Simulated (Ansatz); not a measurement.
# BHS (singlet): from Hartree-Fock to the top rungs at distance B1–H3 = 2.560 Å, 6-31G

How much of the correlation energy of BHS (singlet) does each wave-function method recover here?

The runs use Ansatz 0.2.0, Gaussian basis; 6-31G, core rule «outside noble gas», up to 6 orbitals frozen.

To be run: UHF; CCSD(T) on RHF; CCSD(T) on UHF; BCCD(T) on RHF; CISD; CCSDT(Q) on RHF; CCSDT(Q) on UHF; CISDTQ; CCSDTQ on RHF; CASSCF and MRCISD+Q, 2 electrons in 2 orbitals; CASSCF and NEVPT2, 2 electrons in 2 orbitals; CASSCF and MRCISD+Q, 10 electrons in 9 orbitals; CASSCF and NEVPT2, 10 electrons in 9 orbitals; Full CI.

16 further runs of the same task are left out: 12 that didn't finish, 4 set aside as unsound or not needed.

### Step 1. What is computed

The geometry derives from a PBE0/def2-TZVP stationary point (not a proven minimum). One bond is set to the value named and the two fragments are kept rigid.

3 atoms, charge 0, spin multiplicity 1.

Atoms are counted from 1 here; the program's logs count them from 0.

Bond lengths: B1–S2 1.598 Å.

### Step 2. UHF

Input file in.yaml:

```yaml
crystal:
  periodic: [false, false, false]
  atoms:
    - {symbol: B, position_ang: [0.000000, 0.000000, -0.320733]}
    - {symbol: S, position_ang: [0.000000, 0.000000, -1.918533]}
    - {symbol: H, position_ang: [0.000000, 0.000000, 2.239267]}
basis:
  gaussian: {orbitals: 6-31G}
magnetization: {spin_polarized: true, initial_magnetization: 0}
hamiltonian: {xc: hf}
output: {orbitals: {seedname: orbitals}}
```

On the command line:

```bash
$ ansatz run in.yaml --threads 1 --pin off --events-out ev --progress --plain --max-ram 2393MiB
```

After this run come: CCSD(T) on RHF; CCSD(T) on UHF; BCCD(T) on RHF; CISD; CCSDT(Q) on RHF; CCSDT(Q) on UHF; CISDTQ; CCSDTQ on RHF; CASSCF and MRCISD+Q, 2 electrons in 2 orbitals; CASSCF and NEVPT2, 2 electrons in 2 orbitals; CASSCF and MRCISD+Q, 10 electrons in 9 orbitals; CASSCF and NEVPT2, 10 electrons in 9 orbitals; Full CI.

Before running them: what should the planned runs give, taken together? Wanted: FCI below the RHF energy; RMP2 from FCI; UMP2 from FCI; RCCSD from FCI; RCCSD(T) from FCI; UCCSD(T) from FCI; RCCSDT(Q) from FCI; UCCSDT(Q) from FCI; NEVPT2 pair from FCI.

As calculated:

| quantity | value |
| --- | --- |
| FCI below the RHF energy | -5.5379 eV |
| RMP2 from FCI | +144.9 kJ/mol |
| UMP2 from FCI | +87.2 kJ/mol |
| RCCSD from FCI | +31.1 kJ/mol |
| RCCSD(T) from FCI | +0.4 kJ/mol |
| UCCSD(T) from FCI | +17.3 kJ/mol |
| RCCSDT(Q) from FCI | -0.4 kJ/mol |
| UCCSDT(Q) from FCI | -0.7 kJ/mol |
| NEVPT2 pair from FCI | +50.7 kJ/mol |
| MRCISD+Q pair from FCI | +5.9 kJ/mol |
| NEVPT2 valence from FCI | +26.3 kJ/mol |
| levels within 1 kcal/mol (43 meV) | RCCSD(T), BCCD(T), RCCSDT, UCCSDT, RCCSDT(Q), UCCSDT(Q), RCCSDTQ, MRCISD valence, MRCISD+Q valence |
| T1 diagnostic | 0.035 |
| effectively unpaired electrons | 0.99 |

What this shows: RCCSD(T) misses by +0.4 kJ/mol, 0.1 % of the correlation energy. CCSD(T) misses by +0.4 kJ/mol on the restricted determinant and by +17.3 kJ/mol on the unrestricted one; the two need not hold the same state or core. BCCD(T), RCCSDT, RCCSDT(Q), UCCSDT(Q), RCCSDTQ fall below full CI: unrestricted runs freeze a spin-polarised core, another one than full CI's, and coupled cluster isn't variational. The occupations show strong static correlation (1.0 unpaired electrons where one determinant has 0). Coupled cluster on one determinant still stays close here. Of the multireference levels listed MRCISD+Q valence comes nearest in total energy (+0.6 kJ/mol), which doesn't show that its space is the better one. These misses are within one basis, not against nature.
